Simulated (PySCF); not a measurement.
# C4H9P: the cost of one run

The runs use PySCF 2.14.0, with density-fitted response routines of our own; the level of theory stands in each step. All values are computed, except where a source is named. Atoms count from 0, in the outputs and in this text.

## (1) Starting geometry

14 atoms, charge 0, multiplicity 1; geometry from: GFN2-xTB.

Bonds of the start (Å): C0–C1 1.52, C1–C2 1.54, C2–C3 1.53, C3–P4 1.88, P4–C1 1.90, C0–H5 1.09, C0–H6 1.09, C0–H7 1.09, C1–H8 1.09, C2–H9 1.09, C2–H10 1.09, C3–H11 1.09, C3–H12 1.09, P4–H13 1.41.

## (2) Excited states and response: PBE0/def2-SVPD

Job settings and geometry (Å):

```
{"job": {"kind": "uv", "xc": "PBE0", "basis": "def2-SVPD", "nstates": 8, "ntriplets": 3}, "charge": 0, "multiplicity": 1}
C      1.688005    -0.321434     0.364781
C      0.472716    -0.314777    -0.547966
C     -0.436908     0.911119    -0.348847
C     -1.450909     0.234981     0.581567
P     -0.893730    -1.479993     0.057845
H      1.388834    -0.192377     1.403520
H      2.365990     0.488704     0.098594
H      2.223954    -1.264863     0.278977
H      0.785202    -0.485463    -1.581228
H      0.067206     1.780098     0.077544
H     -0.902012     1.211365    -1.288278
H     -2.500112     0.469436     0.411310
H     -1.222460     0.399761     1.635401
H     -1.586454    -1.437031    -1.165388
```

Method: TDDFT PBE0/def2-SVPD, vertical, gas phase, core orbitals frozen in the response.

Launch:

```
$ OMP_NUM_THREADS=1 python probes_run.py task.json out
```

This one command runs all jobs of the session in turn.

**Question.** How long does this first job take on 1 thread of Arm Neoverse V2, shared host, and how much memory does it need?

About 22 s, with a peak of 0.72 GiB.
